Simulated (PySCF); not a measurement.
**Be: ionisation energy**

Be [He] 2s2 (1S) → Be⁺ [He] 2s1 (2S), as a difference of total energies. All numbers are calculated (PySCF 2.14, the non-relativistic Hamiltonian (point nucleus), in aug-cc-pCVQZ (9s8p6d4f2g, 109 functions)). Correlated levels: valence: 1s2 frozen; valence and next inner shell: nothing frozen. The calculations carry no spin-orbit coupling.

Question: Order these methods by the ionisation energy they give, lowest first.
A. r2SCAN
B. LC-wPBE
C. UHF
D. M06-2X

Answer: C (8.043 eV), A (8.792 eV), B (9.024 eV), D (9.045 eV).

Errors of the correlated levels include the incompleteness of this basis and the frozen core.

MP2 underrates the near-degeneracy of ns² with np² in the lower species.

For comparison: 9.323 eV (measured; NIST Atomic Spectra Database, ionization energies).
